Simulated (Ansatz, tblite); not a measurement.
# The cluster Li3S+: rung by rung

How do method and basis change the picture of the cluster Li3S+ (singlet)?

Computed with Ansatz 0.2.0, Gaussian basis. Level: as each input shows.

Plan: GFN1-xTB, GFN2-xTB, PBE-D4/def2-TZVP, r2SCAN-D4/def2-TZVP, CAM-B3LYP-D4/def2-TZVP, B97M-V/def2-TZVP, r2SCANh-D4/def2-TZVP, r2SCAN0-D4/def2-TZVP, LC-ωPBE/def2-TZVP, B2PLYP/def2-TZVP, LDA/def2-TZVP, BLYP-D4/def2-TZVP, HSE06-D4/def2-TZVP, ωB97X-V/def2-TZVP, B3LYP-D4/def2-TZVP, HF/def2-TZVP, PBE-D4/def2-SVP, PBE0-D4/def2-SVP, PBE0-D4/def2-QZVPP, HF/STO-3G, CCSD(T)/def2-TZVPP, MP2/def2-TZVP, RPA/def2-TZVP, MP2/def2-QZVPP.

### 1 The structure

The singlet was relaxed beforehand with B3LYP-D4/def2-TZVP. At that level it is the lowest of the isomers that a small search found.

4 atoms, charge 1, spin multiplicity 1.

Bond lengths: Li1–S4 2.162 Å, Li2–S4 2.162 Å, Li3–S4 2.162 Å. Angles: Li1–S4–Li2 120.0°, Li1–S4–Li3 120.0°, Li2–S4–Li3 120.0°.

Coordinates:

```tsv
atom	x (Å)	y (Å)	z (Å)
Li1	-0.21735	-2.12180	0.35278
Li2	1.94637	0.82785	-0.44633
Li3	-1.72912	1.29401	0.09290
S4	0.00009	-0.00006	0.00065
```

The ion is computed in the gas phase, without counter-ions or solvent.

PBE0-D4/def2-TZVP was run before; its log isn't repeated, and its numbers join the tables.

### 2 GFN1-xTB

Tight binding, by tblite at 300 K electronic temperature and without a spin-polarisation term:

```python
tblite.interface.Calculator('GFN1-xTB', numbers, positions, charge=1, uhf=0).singlepoint()
```

Energy -121.2802 eV, HOMO -15.42 eV, LUMO -11.47 eV; 0.003 s.

### 3 GFN2-xTB

Tight binding, by tblite at 300 K electronic temperature and without a spin-polarisation term:

```python
tblite.interface.Calculator('GFN2-xTB', numbers, positions, charge=1, uhf=0).singlepoint()
```

Energy -102.6270 eV, HOMO -13.21 eV, LUMO -10.83 eV; 0.003 s.

### 4 PBE-D4/def2-TZVP

start.molden holds the orbitals of an earlier run on this state, given as this run's starting guess.

Input file in.yaml:

```yaml
crystal:
  periodic: [false, false, false]
  atoms:
    - {symbol: Li, position_ang: [-0.217346, -2.121801, 0.352783]}
    - {symbol: Li, position_ang: [1.946374, 0.827852, -0.446326]}
    - {symbol: Li, position_ang: [-1.729116, 1.294005, 0.092903]}
    - {symbol: S, position_ang: [0.000088, -0.000056, 0.000650]}
basis:
  gaussian: {orbitals: def2-TZVP, initial_orbitals: start.molden}
total_charge: 1
hamiltonian: {xc: pbe, dispersion: d4}
scf: {omitted_lower_state_checks: [starts]}
output: {orbitals: {seedname: orbitals}}
```

Run with:

```console
ansatz run in.yaml --threads 2 --pin off --events-out ev --progress --plain --max-ram 4352MiB
```

Further steps of the session: r2SCAN-D4/def2-TZVP; CAM-B3LYP-D4/def2-TZVP; B97M-V/def2-TZVP; r2SCANh-D4/def2-TZVP; r2SCAN0-D4/def2-TZVP; LC-ωPBE/def2-TZVP; B2PLYP/def2-TZVP; LDA/def2-TZVP; BLYP-D4/def2-TZVP; HSE06-D4/def2-TZVP; ωB97X-V/def2-TZVP; B3LYP-D4/def2-TZVP; HF/def2-TZVP; PBE-D4/def2-SVP; PBE0-D4/def2-SVP; PBE0-D4/def2-QZVPP; HF/STO-3G; CCSD(T)/def2-TZVPP; MP2/def2-TZVP; RPA/def2-TZVP; MP2/def2-QZVPP.

**Question.** What will the summary of the whole plan be? Wanted: gap in def2-TZVP, named functionals and Hartree-Fock, smallest and largest; correlation energy, CCSD(T)/def2-TZVPP; correlation energy, MP2/def2-TZVP; correlation energy, MP2/def2-QZVPP; PBE0 total energy, smallest basis above largest.

The runs gave:

| quantity | value |
| --- | --- |
| gap in def2-TZVP, named functionals and Hartree-Fock, smallest and largest | 3.23 eV (BLYP-D4), 8.98 eV (LC-ωPBE) |
| correlation energy, CCSD(T)/def2-TZVPP | -8.83 eV |
| correlation energy, MP2/def2-TZVP | -7.65 eV |
| correlation energy, MP2/def2-QZVPP | -8.37 eV |
| PBE0 total energy, smallest basis above largest | 4.39 eV (def2-SVP, def2-QZVPP) |

What this shows: Over the named functionals and Hartree-Fock in def2-TZVP the gap runs from 3.23 eV (BLYP-D4) to 8.98 eV (LC-ωPBE); exact exchange widens it.
